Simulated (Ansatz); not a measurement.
Relaxation of C₃H₄FN (9 atoms, charge 0, multiplicity 1), to a largest force component of 0.015 eV/Å in at most 40 steps.

Computed with RKS PBE-D4/def2-SVP (Ansatz 0.2.0).

```xyz
9
Properties=species:S:1:pos:R:3
C -0.307 1.315 -1.187
C 0.110 0.490 -0.354
C 0.549 -0.375 0.475
N -0.024 -1.521 0.739
F 1.731 -0.139 1.132
H -0.484 2.413 -0.913
H -0.573 1.067 -2.208
H -0.591 -1.877 -0.007
H 0.734 -2.255 0.972
```

Where does it end, and by what steps?

It converged. After 12 steps the energy has fallen by 1.215 eV; H7 moved furthest, 0.65 Å.

| step | energy less start (eV) | largest force component (eV/Å) | accepted |
| --- | --- | --- | --- |
| 0 | 0.0000 | 5.093 | yes |
| 1 | -0.8644 | 1.869 | yes |
| 2 | -1.1027 | 0.637 | yes |
| 3 | -1.1601 | 0.392 | yes |
| 4 | -1.1835 | 0.171 | yes |
| 5 | -1.1906 | 0.218 | yes |
| 6 | -1.1995 | 0.242 | yes |
| 7 | -1.2071 | 0.253 | yes |
| 8 | -1.2091 | 0.296 | yes |
| 9 | -1.2097 | 0.228 | yes |
| 10 | -1.2130 | 0.127 | yes |
| 11 | -1.2145 | 0.057 | yes |
| 12 | -1.2146 | 0.014 | yes |

```xyz
9
Properties=species:S:1:pos:R:3
C -0.324 1.380 -1.257
C 0.210 0.480 -0.455
C 0.667 -0.403 0.425
N 0.050 -1.569 0.868
F 1.847 -0.200 1.062
H -1.061 2.126 -0.899
H -0.058 1.445 -2.330
H -0.848 -1.747 0.412
H 0.660 -2.394 0.821
```

The run took 18 s on 1 thread of Intel(R) Xeon(R) 6975P-C (Granite Rapids) (shared host), peak memory 0.14 GiB.
